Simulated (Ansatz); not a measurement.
**BH₂NSi (SMILES B[Si]#N): single points off equilibrium**

An exercise on one series of results from a longer session: the logs are not shown, and one member is left open.

Computed with Ansatz 0.2.0, Gaussian basis. Level: single points in def2-TZVPP.

Cores are frozen in the correlated methods.

## Where the work starts

SMILES `B[Si]#N`, 5 atoms, charge 0, spin multiplicity 1.

Atoms are counted from 1 here; the program's logs count them from 0.

Bond lengths: B1–Si2 1.886 Å, B1–H4 1.174 Å, B1–H5 1.206 Å, Si2–N3 1.584 Å. Angles: Si2–B1–H4 122.3°, Si2–B1–H5 121.3°, H4–B1–H5 116.4°, B1–Si2–N3 178.1°.

Coordinates:

```mol
BH2NSi
  3D, bonds by distance, orders not assigned

  5  4  0  0  0  0  0  0  0  0999 V2000
   -0.4716    0.5585   -0.3860 B   0  0
    0.6479   -0.7038    0.4573 Si  0  0
    1.5515   -1.7709    1.2016 N   0  0
   -1.4143    0.2430   -1.0097 H   0  0
   -0.2658    1.7424   -0.2883 H   0  0
  1  2  8  0
  1  4  8  0
  1  5  8  0
  2  3  8  0
M  END
```

Set-up of the first run:

run/in.yaml reads:

```yaml
crystal:
  periodic: [false, false, false]
  atoms:
    - {symbol: B, position_ang: [-0.471600, 0.558500, -0.386000]}
    - {symbol: Si, position_ang: [0.647900, -0.703800, 0.457300]}
    - {symbol: N, position_ang: [1.551500, -1.770900, 1.201600]}
    - {symbol: H, position_ang: [-1.414300, 0.243000, -1.009700]}
    - {symbol: H, position_ang: [-0.265800, 1.742400, -0.288300]}
basis:
  gaussian: {orbitals: def2-TZVPP}
correlation: {method: ccsd_t}
output: {forces: true}
```

The command line of these runs was not kept.

Among the steps run: CCSD(T)/def2-TZVPP; PBE0-D4/def2-TZVPP; wB97M-V/def2-TZVPP; r2SCAN-D4/def2-TZVPP; PBE-D4/def2-TZVPP; BLYP-D4/def2-TZVPP; BHLYP-D4/def2-TZVPP.

One of the session's tables, all rows but one given; the rest of the session is left out.

| method | RMS force component (eV/Å) | angle to CCSD(T) forces (°) | dipole (D) |
| --- | --- | --- | --- |
| CCSD(T) | 0.634 | reference | 4.18 |
| PBE0-D4 | 0.749 | 39.4 | 4.66 |
| wB97M-V | 0.947 | 47.6 | 5.09 |
| r2SCAN-D4 | 0.631 | 26.4 | 4.39 |
| PBE-D4 | 0.522 | 10.3 | 4.07 |
| BLYP-D4 | 0.557 | 5.2 | 4.10 |
| BHLYP-D4 | ? | ? | ? |

Q: Estimate the row for BHLYP-D4 from the others.

The run gave: RMS force component (eV/Å): 1.122; angle to CCSD(T) forces (°): 53.0; dipole (D): 5.20. In the column «RMS force component (eV/Å)» it is the highest.
